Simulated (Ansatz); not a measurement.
Two isomers of C4H5F: A = `C=C=C(C)F`, B = `CCC#CF`.

Isolated molecules relaxed with PBE0-D4/def2-TZVP in Ansatz; ΔE leaves out vibrations. CCSD(T)/CBS adds triple-zeta CCSD(T) − MP2 to the extrapolated MP2 energy (def2 sets, frozen cores). DFT in def2-TZVPP. B3LYP here is the variant with VWN-RPA as its local correlation; programs differ in this.

A:

```xyz
10

C     0.905    1.424   -1.279
C     0.362    0.769   -0.296
C    -0.185    0.083    0.666
C    -0.656   -1.321    0.616
F    -0.374    0.659    1.876
H     0.305    2.004   -1.975
H     1.980    1.423   -1.437
H    -0.126   -1.925    1.358
H    -0.486   -1.745   -0.373
H    -1.725   -1.370    0.845
```

B:

```xyz
10

C     0.8394    0.1543   -1.0328
C    -0.5009   -0.2739   -0.4433
C    -0.5824   -0.0592    0.9957
C    -0.6228    0.1272    2.1753
F    -0.6752    0.3228    3.4360
H     1.0188    1.2163   -0.8573
H     1.6593   -0.4047   -0.5790
H     0.8561   -0.0240   -2.1100
H    -1.3137    0.2745   -0.9303
H    -0.6785   -1.3333   -0.6544
```

Which is lower in electronic energy at CCSD(T)/CBS, and by how much? (An estimate is asked.)

Ansatz gave: A, by 66.4 kJ/mol.

Give E(B) − E(A) in kJ/mol with B3LYP-D4, BLYP-D4, CCSD(T)/def2-SVP, B2PLYP, HF/def2-TZVPP, B3LYP, PBE0-D4. (An estimate is asked.)

The calculation gave: B3LYP-D4 78.8, BLYP-D4 84.4, CCSD(T)/def2-SVP 57.1, B2PLYP 68.1, HF/def2-TZVPP 62.1, B3LYP 77.9, PBE0-D4 73.0. None reverses the order clearly.

Does the order hold for the free energy at 298.15 K (harmonic terms from PBE0-D4)? (Estimate.)

The calculation gave: Yes: G(B) − G(A) = +69.4 kJ/mol.

Largest T1 diagnostic: 0.012.

Leaving LDA and LC-ωPBE aside and taking each functional with its dispersion term where it has one, the values, not all of them listed here, spread over 23.8 kJ/mol, from PBE-QIDH to BLYP-D4. From BLYP to BHLYP (50 % exact exchange), in def2-TZVPP and without D4, E(B) − E(A) moves by −11.3 kJ/mol.
